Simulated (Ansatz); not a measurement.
Program: Ansatz. Geometries: PBE0-D4/def2-TZVP. ΔE: electronic, gas phase. CCSD(T)/CBS is the MP2 limit (def2-TZVPP, def2-QZVPP) plus CCSD(T) − MP2 in def2-TZVPP, frozen cores. Functionals use def2-TZVPP. Each species was taken in one conformer, which may not be the lowest.

Reaction (isomerisation): `C=C(O)OC` → `COC1CO1`

`C=C(O)OC`:

Z-matrix (Å, degrees):
```
C
O 1 1.410
H 1 1.088 2 106.3
H 1 1.094 2 110.8 3 119.2
H 1 1.094 2 110.8 3 -119.2
C 2 1.347 1 117.1 3 -180.0
O 6 1.343 2 110.0 1 180.0
C 6 1.332 2 127.4 1 -0.0
H 7 0.963 6 107.6 2 -0.0
H 8 1.079 6 118.9 2 180.0
H 8 1.077 6 121.8 2 -0.0
```

`COC1CO1`:

Cartesian coordinates in Å:
```
C 0.244 1.399 -1.025
O -0.509 0.254 -0.682
C -0.197 -0.232 0.553
C -0.317 -1.657 0.784
O 0.961 -1.028 0.664
H -0.118 1.742 -1.992
H 0.105 2.198 -0.286
H 1.310 1.160 -1.099
H -0.319 0.487 1.366
H -0.560 -2.037 1.773
H -0.599 -2.284 -0.057
```

| species | ωB97M-V energy (Eh) |
| --- | --- |
| `C=C(O)OC` | -268.35526 |
| `COC1CO1` | -268.32437 |

(1) Work out ΔE.

Largest T1 diagnostic among the species: 0.012.

Answers

(1) ΔE = (-268.32437) − (-268.35526) = 0.03089 Eh = +81.1 kJ/mol. CCSD(T)/CBS gives +82.3 kJ/mol.

In def2-TZVPP, CCSD(T) changes the Hartree–Fock value by −9.4 kJ/mol (the triples alone add +0.5 kJ/mol) and MP2 by −11.1 kJ/mol.
